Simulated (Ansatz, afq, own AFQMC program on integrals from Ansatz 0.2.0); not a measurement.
AFQMC on a folder of integrals that Ansatz 0.2.0 wrote.

```yaml
crystal:
  periodic: [false, false, false]
  atoms:
    - {symbol: B, position_ang: [0.000000, 0.121728, 1.172524]}
    - {symbol: N, position_ang: [0.000000, -0.147842, -0.810235]}
    - {symbol: H, position_ang: [0.000000, 0.748820, -1.316977]}
basis:
  gaussian: {orbitals: cc-pVDZ}
magnetization: {spin_polarized: true, initial_magnetization: 3}
correlation: {method: ccsd_t, electrons: outside_noble_gas, hamiltonian_folder: ham}
```

```sh
$ ansatz run in.yaml --threads 1 --pin off --events-out ev --progress --plain --max-ram 1382MiB
```

afq runs on the folder ham with

```
--method phaseless --trial cid --walkers 20 --populations 1 --least-time 40 --time-step 0.005 --steps-per-block 50 --equilibration-blocks 40 --max-blocks 160 --target-error 0.00144 --factor-cut 1e-05 --start spin_pure --seed 2051 --release-times 0.2,0.4 --release-step 0.05 --release-every 4 --taylor-order 4
```

Times are imaginary, in 1/Eh. The walk had a cap of 268 s.

afq prints:

```
orbitals 31  electrons 6 3  factors 222 of 313
reference energy -79.49296096 Eh
CCSD correlation -0.19561459 Eh in 16 cycles, weight of the determinant in the CISD state 0.8757
energy of the start -79.699665 Eh
 block  time / (1/Eh)  mean weight  energy / Eh
     1     0.250  0.9959  -79.694458
     2     0.500  1.0014  -79.693661
     3     0.750  1.0005  -79.693059
     4     1.000  0.9959  -79.696553
     5     1.250  1.0019  -79.694908
     9     2.250  0.9985  -79.692313
    21     5.250  1.0023  -79.697253
    36     9.000  0.9976  -79.682036
    41    10.250  1.0013  -79.699302
    61    15.250  1.0000  -79.695924
    81    20.250  0.9989  -79.694607
    96    24.000  0.9998  -79.723124
   101    25.250  1.0016  -79.696876
   121    30.250  1.0003  -79.691476
   141    35.250  0.9981  -79.698845
   161    40.250  1.0000  -79.685799
   181    45.250  0.9972  -79.683419
   196    49.000  0.9990  -79.694956
blocks merged  error / Eh  count
     1  0.000454  160
     2  0.000528  80
     4  0.000544  40
     8  0.000645  20
    16  0.000746  10
released: time / (1/Eh)  energy / Eh  error  mean overlap
  0.20  -79.695758  0.001003  0.9962
  0.40  -79.695206  0.000862  0.9965
energy -79.696061 +/- 0.000645 Eh
(rows thinned)
```

The run passed its tests (sampling time, drift between the halves within three errors, error under three times the target), which doesn't prove that it has relaxed.

Against this walk (error 17.5 meV) on the same determinant: CCSD(T) 53.0 meV higher, CCSDT(Q) 0.7 meV higher (within the noise), a separate phaseless walk with a CISD trial and standard settings 31.0 ± 20.6 meV higher (within the noise). The error is statistical and leaves out the bias of the constraint. The determinant has ⟨S²⟩ = 3.85, so the low cluster orders mix in higher spin (the high orders can go on to a lower state of that spin), while the walk starts as a pure quartet. Released to 0.40 1/Eh the energy moves by 23 ± 29 meV (both errors), within twice the noise.

Cautions: constraint bias not in the error; lower spins were not checked; the determinant is a saddle point among determinants of its kind; unrestricted determinant spin contaminated (⟨S²⟩ 3.85 against 3.75); so few walkers bias the energy.

The walk took 42 s on 1 thread of Arm Neoverse V1, on a shared host. The log's last line is the phaseless energy.

CCSDT and higher add their correlation energy to the determinant of the CCSD(T) run, since their own runs factorise the integrals more tightly (a shift of under 2 meV). A walk keeps the symmetry of its determinant, which the program's search chose and which needn't be the lowest solution, so a lower state of the same spin and another symmetry isn't excluded.
